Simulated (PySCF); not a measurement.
# A diatomic session: SiN

One table from this session's results is given with a row withheld; the runs are named, their logs left out.

Program: PySCF 2.14.0. Level of theory: Si x2c-TZVPPall, N x2c-TZVPPall, spin-free X2C with a Gaussian nucleus. These are calculated values, not measurements.

The first run:

A driver script around PySCF takes these settings:

```yaml
atoms: Si, N
charge: 0
basis: Si x2c-TZVPPall, N x2c-TZVPPall
Hamiltonian: spin-free X2C with a Gaussian nucleus
basis_functions: 73
electrons_treated: 21
masses_in_u: 27.9769, 14.0031
levels: PBE0, PBE, r²SCAN, B3LYP, revPBE, B2PLYP, TPSSh, HSE06, HF, MP2, SCS-MP2, CCSD, CCSD(T)
grid: 80 radial by 434 angular points
occupations: held fixed by the projection of orbital angular momentum
dissociation_limit: Si + N, each in its ground configuration
starting_distance_in_angstrom: 1.770
values_of_2S_to_try: 1, 3, 5
```

Command:

```sh
$ OMP_NUM_THREADS=1 python dia.py task.json out
```

Steps of the session up to this table: Set-up; First curve: PBE0; Other states along the same grid; PBE; r²SCAN; B3LYP (global hybrid GGA); revPBE (GGA); B2PLYP (double hybrid); TPSSh; HSE06; ROHF; Correlated methods on the Hartree–Fock reference.

One of the session's tables, all rows but one given; the rest of the session is left out.

It belongs to the step «The curves together». Energy (eV) from each level's lowest point:

```
R (Å)   ROHF  ROHF-MP2  ROHF-SCS-MP2  ROHF-CCSD  ROHF-CCSD(T)
1.346  1.461     2.014         1.978        n/a           n/a
1.409  0.573     0.979         0.949      0.861         0.949
1.471  0.122     0.369         0.348      0.288         0.343
1.518  0.000     0.121         0.106      0.074         0.102
1.565      ?         ?             ?          ?             ?
1.612  0.148     0.000         0.000      0.036         0.006
1.675  0.449     0.109         0.121      0.213         0.140
1.753  0.969     0.377         0.404      0.577         0.445
1.847  1.716     0.804         0.852      1.137         0.926
1.972  2.803     1.433         1.511        n/a           n/a
```

Q: Estimate the row for R (Å) = 1.565 from the others.

Worked estimate for «ROHF». A straight line through the neighbours (1.518, 0.000) and (1.612, 0.148) gives 0.000 + (0.148 − 0.000) × (1.565 − 1.518) / (1.612 − 1.518) = 0.074; a parabola fitted to 4 rows on both sides gives 0.022.

As computed: ROHF: 0.019; ROHF-MP2: 0.008; ROHF-SCS-MP2: 0.000; ROHF-CCSD: 0.000; ROHF-CCSD(T): 0.000. In «ROHF» the line misses by +0.055 and the parabola by +0.003.

State 2 has its PBE0 minimum 0.12 eV higher. State 3 has its PBE0 minimum 2.40 eV higher. The other levels ran on the lowest alone.
